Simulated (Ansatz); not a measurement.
Reaction: N2H4 (hydrazine, SMILES NN) + H+ → N2H5+ (SMILES [NH3+]N)
Each species at its own B3LYP-D3(BJ)/def2-TZVP minimum (Ansatz, a quantum-chemistry and plane-wave program).

Wanted: proton affinity (electronic), positive where energy is released, in kcal/mol. UHF or UKS for unpaired electrons; spin-orbit terms are left out. CBS(X,Y): correlation extrapolated as X^-3, Hartree-Fock from the larger set (Q,5: extrapolated as (X+1)exp(-9√X)). A bracket is a step between two methods taken in the basis named. The functionals are non-relativistic, so their misses hold any scalar relativity. 'core' is core correlation in cc-pwCVTZ, 'X2C' scalar relativity in cc-pVTZ-DK, both at CCSD(T).

CCSD(T)/CBS(cc-pVQZ,cc-pV5Z) + [CCSDT(Q) - CCSD(T)]/cc-pVTZ + core + X2C (Ansatz) gives 214.0 kcal/mol.

Task: How far off this value is PBE/def2-TZVPD (Ansatz), in which direction, and which of these levels come nearer: r2SCAN/def2-TZVPD, B3LYP/def2-TZVPD, PBE0/def2-TZVPD, wB97M-V/def2-TZVPD, CCSD(T)/CBS(cc-pVQZ,cc-pV5Z) + core + X2C?

Result: PBE gives 213.1 kcal/mol, 0.9 kcal/mol below it. Differences of the others: r2SCAN/def2-TZVPD (Ansatz) 1.0; B3LYP/def2-TZVPD (Ansatz) -0.4; PBE0/def2-TZVPD (Ansatz) 1.1; wB97M-V/def2-TZVPD (Ansatz) -2.5; CCSD(T)/CBS(cc-pVQZ,cc-pV5Z) + core + X2C (Ansatz) 0.1 kcal/mol. Nearer than PBE: B3LYP/def2-TZVPD, CCSD(T)/CBS(cc-pVQZ,cc-pV5Z) + core + X2C.
